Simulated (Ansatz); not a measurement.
# C3H5FO: small, medium and large basis sets

Aim: see how fast density functionals converge with the basis set for C3H5FO.

Computed with Ansatz 0.2.0, Gaussian basis. Level: one geometry, several basis sets.

The runs, in order: PBE0-D4/def2-SVP; ωB97M-V/def2-SVP; PBE0-D4/def2-QZVPP; ωB97M-V/def2-QZVPP; the functionals' def2-TZVPP values are taken from earlier runs.

## (1) Structure used throughout

An earlier PBE0-D4/def2-TZVP relaxation fixed the geometry.

SMILES `FCC1CO1`, 10 atoms, charge 0, spin multiplicity 1.

Atoms are counted from 1 here; the program's logs count them from 0.

Bond lengths: F1–C2 1.382 Å, C2–C3 1.497 Å, C2–H6 1.094 Å, C2–H7 1.094 Å, C3–C4 1.457 Å, C3–O5 1.416 Å, C3–H8 1.089 Å, C4–O5 1.419 Å, C4–H9 1.086 Å, C4–H10 1.087 Å. Angles: F1–C2–C3 109.6°, F1–C2–H6 108.9°, F1–C2–H7 107.9°, C3–C2–H6 110.1°, C3–C2–H7 111.0°, H6–C2–H7 109.2°, C2–C3–C4 120.8°, C2–C3–O5 114.7°, C2–C3–H8 115.7°, C4–C3–O5 59.2°, C4–C3–H8 118.6°, O5–C3–H8 115.0°, C3–C4–O5 59.0°, C3–C4–H9 119.4°, C3–C4–H10 119.2°, O5–C4–H9 115.2°, O5–C4–H10 115.3°, H9–C4–H10 115.9° and more.

As a file:

```
F    -2.10480   -0.21878    0.26759
C    -0.97723    0.55093    0.48056
C     0.07923    0.18169   -0.51360
C     1.10069   -0.80480   -0.18609
O     1.38974    0.58459   -0.15989
H    -0.61476    0.37492    1.49733
H    -1.26309    1.60214    0.37716
H    -0.18266    0.33341   -1.55946
H     1.58052   -1.36231   -0.98565
H     1.07547   -1.29297    0.78516
```

## (2) PBE0-D4 in def2-SVP

The input, in.yaml:

```yaml
crystal:
  periodic: [false, false, false]
  atoms:
    - {symbol: F, position_ang: [-2.104795, -0.218784, 0.267593]}
    - {symbol: C, position_ang: [-0.977230, 0.550928, 0.480555]}
    - {symbol: C, position_ang: [0.079226, 0.181687, -0.513596]}
    - {symbol: C, position_ang: [1.100686, -0.804802, -0.186092]}
    - {symbol: O, position_ang: [1.389741, 0.584587, -0.159893]}
    - {symbol: H, position_ang: [-0.614760, 0.374917, 1.497328]}
    - {symbol: H, position_ang: [-1.263092, 1.602137, 0.377156]}
    - {symbol: H, position_ang: [-0.182664, 0.333409, -1.559460]}
    - {symbol: H, position_ang: [1.580517, -1.362308, -0.985647]}
    - {symbol: H, position_ang: [1.075471, -1.292971, 0.785155]}
basis:
  gaussian: {orbitals: def2-SVP}
hamiltonian: {xc: pbe0, dispersion: d4}
output: {orbitals: {seedname: orbitals}}
```

Command:

```sh
> ansatz run in.yaml --threads 4 --pin off --events-out ev --progress --plain --max-ram 10444MiB
```

The runs that follow: ωB97M-V in def2-SVP; PBE0-D4 in def2-QZVPP; ωB97M-V in def2-QZVPP.

Q: Predict the results of all the runs planned. Wanted: PBE0-D4: double and triple zeta above quadruple; ωB97M-V: double and triple zeta above quadruple.

**Answer**, as computed:

| quantity | value |
| --- | --- |
| PBE0-D4: double and triple zeta above quadruple | 9.78, 0.43 eV |
| ωB97M-V: double and triple zeta above quadruple | 10.07, 0.42 eV |

In words: For PBE0-D4 the step from double to triple zeta gains 9.35 eV and the next only 0.43 eV. These are total energies; as a rule much of such shifts cancels in differences, which this series doesn't test. The LUMO of ωB97M-V is positive and keeps falling with the basis (3.78 to 2.03 eV): an unbound level that the basis holds in place.
